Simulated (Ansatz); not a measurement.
Species: C₂H₅S, charge 0, doublet. C2H5S (SMILES C[CH]S, doublet).
B3LYP-D3(BJ)/def2-TZVP minimum from Ansatz (a quantum-chemistry and plane-wave program):
```xyz
8

C      1.5338     0.7218    -0.0560
C      0.0541     0.7144    -0.2059
S     -0.8025    -0.7472     0.1583
H     -2.0411    -0.3097    -0.1192
H     -0.4490     1.4656    -0.7967
H      1.9039     1.7455     0.0258
H      1.8495     0.1784     0.8388
H      2.0484     0.2585    -0.9100
```
Charge 0, spin multiplicity 2.

Total energies in hartree (Ansatz). UHF or UKS for unpaired electrons; spin-orbit terms are left out. Correlated methods leave the cores frozen. No relativity. For partners of very few electrons the exact lower level stands in for a higher one.

```csv
species,HF/cc-pV(T+d)Z,CCSD(T)/cc-pV(T+d)Z,HF/cc-pV(Q+d)Z,CCSD(T)/cc-pV(Q+d)Z,CCSD(T)/cc-pV(D+d)Z,CCSDT(Q)/cc-pV(D+d)Z
"1: C2H5S (SMILES C[CH]S, doublet)",-476.18286,-476.75214,-476.19185,-476.79401,-476.60614,-476.60808
2: C (triplet),-37.69157,-37.78076,-37.69331,-37.78654,-37.76038,-37.76071
3: S (triplet),-397.50938,-397.65444,-397.51264,-397.66785,-397.60412,-397.60456
4: H (doublet),-0.49981,-0.49981,-0.49995,-0.49995,-0.49928,-0.49928
```

**Question.** Work out the atomisation energy (electronic, to ground-state atoms) in kJ/mol: take Hartree-Fock from cc-pV(Q+d)Z, extrapolate the CCSD(T) correlation energy as X^-3 (X = 3, 4), and add CCSDT(Q) - CCSD(T) in cc-pV(D+d)Z. 1 hartree = 2625.5 kJ/mol.

**Answer.** 
Species 1: correlation (64·(-0.60216) - 27·(-0.56928))/37 = -0.62615; step -0.00194; E1 = -476.19185 + (-0.62615) + (-0.00194) = -476.81994
Species 2: correlation (64·(-0.09323) - 27·(-0.08919))/37 = -0.09618; step -0.00033; E2 = -37.69331 + (-0.09618) + (-0.00033) = -37.78982
Species 3: correlation (64·(-0.15521) - 27·(-0.14506))/37 = -0.16262; step -0.00044; E3 = -397.51264 + (-0.16262) + (-0.00044) = -397.67570
Species 4: correlation (64·(0.00000) - 27·(0.00000))/37 = 0.00000; step +0.00000; E4 = -0.49995 + (0.00000) + (+0.00000) = -0.49995
-1·E1 +2·E2 +1·E3 +5·E4 = 1.06485 hartree = 2795.8 kJ/mol.
